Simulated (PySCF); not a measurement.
## An isoelectronic set: 21 electrons

CCSD(T) in PySCF with def2-TZVPPD on every atom, for the lowest determinant that a PBE0 search found; no spin–orbit coupling. All have 21 electrons, 9 of them in the valence shells, and the same state, a doublet (σ ↑). For ions De leads to the atom and ion picked by measured ionisation energies and electron affinities.

```csv
species,difference of nuclear charges,Re (Å),ωe (cm⁻¹),k (mdyn/Å),De (eV),dissociates to
BP⁻,10,1.712,1018,4.96,n/a,B + P⁻
AlF⁺,4,1.605,941,5.82,3.18,Al⁺ + F
SiO⁺,6,1.532,1132,7.68,4.56,Si⁺ + O
BCl⁺,12,1.604,1139,6.39,3.48,B⁺ + Cl
```

Which member of the whole set has the stiffest bond, and how does it compare with the softest?

SiO⁺ with k = 7.68 mdyn/Å, 1.5 times that of BP⁻.

Correlated steps freeze 6 core orbitals. UHF and ROHF references stand side by side, which adds small steps between rows. For an ion De counts to the pair picked by the measured ionisation energies or electron affinities, which need not be the lowest pair at this level. The CCSD T1 diagnostic is raised in SiO⁺, a sign that a single reference may not be enough there. States were picked by a PBE0 search and need not be the measured ground states.
